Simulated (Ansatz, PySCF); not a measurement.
Noncovalent pair: NH3 (SMILES N) (first 4 atoms) with NH3 (SMILES N); geometry from NCB31 set.
(charge 0, multiplicity 1):
```
atom    x (Å)    y (Å)    z (Å)
----  -------  -------  -------
N      1.5752   0.0001  -0.0426
H      2.1311   0.8139  -0.2866
H      1.4965  -0.0029   0.9703
H      2.1317  -0.8119  -0.2915
N     -1.6882   0.0001   0.1048
H     -2.1264  -0.8127  -0.3173
H     -2.1274   0.8118  -0.3182
H     -0.7143   0.0005  -0.1924
```

Interaction energies are E(AB) − E(A) − E(B) at the monomers' geometry in the complex; basis-set methods are counterpoise corrected.

Cores are frozen in the correlated methods.

The values were computed with Ansatz (Gaussian basis) for Hartree–Fock, density functionals and correlated methods; PySCF for the dispersion terms. Values without a source in brackets are computed.

Q: One of these levels gives -132.8 meV for the interaction energy. Name it.
A. PBE-D4/def2-TZVPPD
B. BLYP-D4/def2-TZVPPD
C. B2PLYP/def2-TZVPPD

A: B, BLYP-D4/def2-TZVPPD. The others give -153.9 (PBE-D4/def2-TZVPPD), -116.1 (B2PLYP/def2-TZVPPD)

Ansatz is a first-principles code.
